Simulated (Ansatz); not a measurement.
System: fcc Pt. Method: B3LYP (VWN-RPA form) (Ansatz, a first-principles code, plane waves, PAW).

Input file:

Ansatz 0.2 input:
```yaml
crystal:
  lattice:
    - [0.0, 2.0330582853, 2.0330582853]
    - [2.0330582853, 0.0, 2.0330582853]
    - [2.0330582853, 2.0330582853, 0.0]
  atoms:
    - { symbol: Pt, position: [0.0, 0.0, 0.0] }
basis:
  ecutwfc: 460
  ecutrho_ratio: 4
  xc_grid: 2
kpoints:
  mp_grid: { grid: [14, 14, 14] }
hamiltonian:
  xc: b3lyp
  dispersion: none
  pseudopotentials: { kind: paw }
scf:
  occupations: { method: fermi_dirac, width: 0.05 }
  convergence: { dr2_threshold: 0.0000000001 }
output:
  forces: false
  stress: true
  eigenvalues: true
```

From the output:

```
WARN output.stress: scf.exx.energy_threshold = 1e-6 eV is looser than the 1e-8 eV advised for a stress under a hybrid functional (1e-8 eV for each atom of the …
Crystal: 1 atoms, lattice volume = 16.807 Å³
Basis set: ecut = 460 eV, 339 PW (Γ), exchange–correlation on 48×48×48 points (8 copies of the dense FFT grid, shifted against one another)
Bands: 13, of which v1, the nominal top of the filled ones, is band 9 counted from 1 (8 counted from 0)
Symmetry: 48 space group operations
Space group: Fm-3m (ITA 225), of the structure as read, at distance tolerance 2.6e-5 Å
k-points: 104 of 2744
Functional: x = 0.1 slater + 0.9 b88, c = 0.19 vwn_rpa + 0.81 lyp, warm-up for x = 0.08 slater + 0.72 b88 + 0.2 exact, c = 0.19 vwn_rpa + 0.81 lyp
SCF iter   1: F=—  HF=-12537.058242 eV  |F-HF|=—  |Δ(HF+E_count)|=         —  Δρ=8.33e-3  dr2=8.74e-3
SCF iter   2: F=—  HF=-12537.057643 eV  |F-HF|=—  |Δ(HF+E_count)|=   5.99e-4  Δρ=4.84e-3  dr2=2.66e-3
  ...
SCF 1 converged in 7 iterations: F = -12537.057591 eV  dr2 = 8.01e-12
Crystal: 1 atoms, lattice volume = 16.807 Å³
Initial density: handed on by an earlier stage of this run
Functional: x = 0.08 slater + 0.72 b88 + 0.2 exact, c = 0.19 vwn_rpa + 0.81 lyp
Crystal: 1 atoms, lattice volume = 16.807 Å³
Crystal: 1 atoms, lattice volume = 16.807 Å³
SCF 4 converged in 7 iterations: F = -12536.519944 eV  dr2 = 6.42e-11
Crystal: 1 atoms, lattice volume = 16.807 Å³
SCF iter   1: F=—  HF=-12536.519944 eV  |F-HF|=—  |Δ(HF+E_count)|=         —  Δρ=6.52e-7  dr2=4.93e-11
SCF iter   2: F=-12536.519944 eV  HF=-12536.519944 eV  |F-HF|=0.00e0  |Δ(HF+E_count)|=  8.91e-11  Δρ=3.58e-7  dr2=2.11e-11
SCF 5 converged in 2 iterations: F = -12536.519944 eV  dr2 = 2.11e-11
Free energy (F): -12536.519944 eV
Internal energy: -12536.514046 eV  (E = F + TS)
E sigma→0 (E₀):  -12536.516995 eV
Fermi energy:    19.887062 eV
--- Stress (GPa, compression-positive) ---
       -9.536129       0.000000      -0.000000
       -0.000000      -9.536129       0.000000
        0.000000      -0.000000      -9.536129
  P = ⅓ Tr σ = -9.5361 GPa (-95.361 kbar)
```

The cell is one volume of an energy–volume scan, off the minimum.

The PAW data were made under PBE.

Note: the cell is over a tenth larger than the published one: the level's own overestimate first of all, though another phase or state, or a fault of the published cell, is possible. Note: the run warned that the count of filled bands differs between k points.
